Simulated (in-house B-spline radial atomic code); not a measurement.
## Functionals against ionisation energies along an isoelectronic series: Be to Ne⁶⁺

Ionisation energies as differences of self-consistent total energies from a B-spline radial code for spherical atoms: all electrons, radial basis limit, scalar-relativistic (one-electron X2C), spin-polarised at highest spin, spherical densities; exact exchange is averaged over the determinants of each configuration. No spin-orbit coupling, Breit or QED terms. NIST's values run from ground level to ground level, so in open shells the differences also hold multiplet and fine-structure energies that spherical high-spin averages miss. Columns give computed minus NIST, in eV; a star marks a semi-empirical value. Species are left out where the tabulated value is theory, is uncertain by more than 0.12 eV, or (13 ions, such as In⁴⁺, Te⁴⁺ and Bi⁴⁺) lies off its series for all methods alike, which flatters the means a little.

| species | shell | NIST (eV) | Hartree-Fock | LDA exchange-only | r2SCAN | OLYP |
| --- | --- | --- | --- | --- | --- | --- |
| Be | 2s | 9.32 | -1.28 | -1.68 | -0.53 | -0.31 |
| B⁺ | 2s | 25.15 | ? | ? | ? | ? |
| C²⁺ | 2s | 47.89 | -2.09 | -2.85 | -1.25 | -0.77 |
| N³⁺ | 2s | 77.47 | -2.45 | -3.38 | -1.61 | -1.02 |
| O⁴⁺ | 2s | 113.90 | -2.80 | -3.89 | -1.97 | -1.28 |
| F⁵⁺ | 2s | 157.16 | -3.13 | -4.39 | -2.33 | -1.54 |
| Ne⁶⁺ | 2s | 207.27 ± 0.01 | -3.46 | -4.88 | -2.69 | -1.80 |

(1) What are the differences for B⁺ ([He] 2s2)?

(2) How do the methods rank, and which species is hardest?

## Answers

(1) Hartree-Fock -1.71; LDA exchange-only -2.29; r2SCAN -0.89; OLYP -0.52 eV.

(2) Mean absolute (signed) differences: OLYP 1.03 (-1.03) eV; r2SCAN 1.61 (-1.61) eV; Hartree-Fock 2.42 (-2.42) eV; LDA exchange-only 3.34 (-3.34) eV. For Ne⁶⁺, which loses a 2s electron, the nearest method is off by -1.80 eV, the largest such miss. Hartree-Fock comes too low mainly by the correlation energy of the removed electron.
